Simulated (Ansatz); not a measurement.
# SiH2, triplet in cc-pVDZ: errors against full CI

Geometry: a point of a stretch scan, not a stationary point.

```xyz
3

Si    0.0000   -0.0564    0.0095
H     0.0000    0.8700   -1.5536
H     0.0000    0.7013    1.2879
```

Basis cc-pVDZ; Ansatz 0.2.0. Correlated methods freeze the noble-gas cores, which leaves 6 electrons in 23 orbitals. Prefix R: restricted or restricted open-shell reference; prefix U: unrestricted. Active spaces: pair = (4e, 4o) about the gap; valence = (6e, 6o) chosen from the atoms' valence shells.

Full CI is exact within this basis and frozen core; it isn't the basis-set limit. The frozen core follows each run's orbitals, which can shift R against U totals by a few meV.

For open shells CISD is restricted-active-space CI with the open shells as a complete middle space.

- UHF ⟨S²⟩: 2.007
- T1 diagnostic (RCCSD): 0.0234
- largest doubles amplitude (RCCSD): 0.058
- T1 diagnostic (UCCSD): 0.0189

```
                   level  E − E(full CI) (kJ/mol)  share of correlation (%)  wall time
                     RHF                    270.9                      0.00          –
                     UHF                    265.8                      1.87          –
                    RMP2                     72.2                     73.33          –
                    UMP2                     72.3                     73.32          –
                    CISD                     15.0                     94.45     0.36 s
                   RCCSD                      8.5                     96.87          –
                   UCCSD                      8.4                     96.91          –
                RCCSD(T)                      2.3                     99.14      0.3 s
                UCCSD(T)                      2.3                     99.15     0.36 s
                 BCCD(T)                      2.3                     99.14     0.39 s
                  RCCSDT                      0.2                     99.94          –
                  UCCSDT                      0.1                     99.95          –
               RCCSDT(Q)                      0.0                     99.99      2.1 s
               UCCSDT(Q)                      0.0                    100.00        2 s
     CASSCF (pair space)                    214.0                     20.99          –
     NEVPT2 (pair space)                     61.2                     77.41     0.18 s
     MRCISD (pair space)                     10.5                     96.11          –
   MRCISD+Q (pair space)                     -0.7                    100.27     0.39 s
  CASSCF (valence space)                    171.1                     36.83          –
  NEVPT2 (valence space)                     53.3                     80.31     0.33 s
  MRCISD (valence space)                      7.6                     97.18          –
MRCISD+Q (valence space)                      0.8                     99.69      0.6 s
```

The correlation energy at full CI, counted from RHF, is -2.808 eV. That run took 3.4 s on 1 thread of Arm Neoverse V2, shared host over 1,563,320 determinants.

Times hold each run's SCF and search for its determinant on a shared host, so for small cases they say little of a method's own cost; they ran on 1 thread of Arm Neoverse V2.

More than 5 meV below full CI, which no variational method can be: MRCISD+Q (pair space).

The full-CI state has the irrep A'' of Cs, in the program's axes.

Natural occupations of full CI about the gap: 1.952 1.925 0.994 0.987 0.051 0.026 0.010 0.009 0.008 0.008; effectively unpaired electrons, Σ n²(2−n)², 2.04.
